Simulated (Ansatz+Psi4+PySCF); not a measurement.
singlet N2: levels of theory in one basis

```csv
atom,x (Å),y (Å),z (Å)
N,0.0000,0.0000,0.6583
N,0.0000,0.0000,-0.6583
```

Basis set: cc-pVTZ (spherical functions). Left uncorrelated: 2 orbitals. Charge 0, multiplicity 1.

Computed with Ansatz (development build ahead of 0.2.0) and Psi4 1.11; each method stands on the lowest determinant of its kind that the runs found.

```json
{"method": "RHF", "E − E(RHF) (eV)": "0.00", "<S²> of the determinant": "0.00"}
{"method": "RHF-MP2", "E − E(RHF) (eV)": "-12.19", "<S²> of the determinant": "–"}
{"method": "RHF-CCSD", "E − E(RHF) (eV)": "-11.38", "<S²> of the determinant": "–"}
{"method": "RHF-CCSD(T)", "E − E(RHF) (eV)": "-12.16", "<S²> of the determinant": "–"}
```

Caution: stretched shape with no unrestricted run beside it, a lower state can exist; unrestricted orbitals would lower the determinant. Caution for RHF-MP2, RHF-CCSD, RHF-CCSD(T): large share of triples, a single reference is doubtful. Caution for RHF-CCSD, RHF-CCSD(T): the program doubts this total.
